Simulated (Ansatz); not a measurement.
`O=C=C(O)Cl` + H₂ → `O=C=CO` + HCl at 500 K and 1 bar (hydrogenolysis of a C–Cl bond).

Isolated molecules relaxed with PBE0-D4/def2-TZVP in Ansatz; ΔE leaves out vibrations. CBS: MP2 limit from def2 TZ/QZ plus the TZ coupled-cluster correction, frozen cores. This one scheme is used for every species. One conformer a species, not always the lowest.

| species | CCSD(T)/CBS energy (Eh) | H − E (kJ/mol) | S (J/(mol·K)) |
| --- | --- | --- | --- |
| `O=C=C(O)Cl` | -686.75115 | 110.1 | 352.3 |
| H₂ | -1.17544 | 41.0 | 145.5 |
| `O=C=CO` | -227.58142 | 127.7 | 315.5 |
| HCl | -460.38127 | 32.5 | 201.9 |

H − E and S are ideal-gas, rigid-rotor, harmonic terms from PBE0-D4/def2-TZVP, for one conformer and one mirror image of each species. The MP2-based limit puts H₂ 0.8 mEh under its directly extrapolated value; such offsets cancel only in part. 1 Eh = 2625.50 kJ/mol, R = 8.31446 J/(mol·K).

Q: By hand: ΔE, ΔH, ΔS and ΔG.

A: ΔE = (-227.58142) + (-460.38127) − (-686.75115) − (-1.17544) = -0.03610 Eh = -94.8 kJ/mol. Δ(H − E) = 127.7 + 32.5 − 110.1 − 41.0 = 9.1, so ΔH = -85.7 kJ/mol. ΔS = 315.5 + 201.9 − 352.3 − 145.5 = 19.6 J/(mol·K). ΔG = -85.7 − 500 × (19.6)/1000 = -95.5 kJ/mol.

Q: By hand: the equilibrium constant, and the temperature at which ΔG would vanish if ΔH and ΔS stayed fixed.

A: log₁₀ K = −ΔG/(RT ln 10) = 10.0. ΔH and −TΔS have one sign here, so there is no such temperature.

ΔH outweighs TΔS. A doubt of 5 kJ/mol in ΔE shifts log₁₀ K by 0.5 here. Other conformers and mirror images would add mixing entropy, several J/(mol·K) or more a flexible species. These are equilibria of isolated gas molecules and say nothing of rates. Largest T1 diagnostic: 0.016 (customary marks: 0.02 for closed shells, 0.045 for open ones).
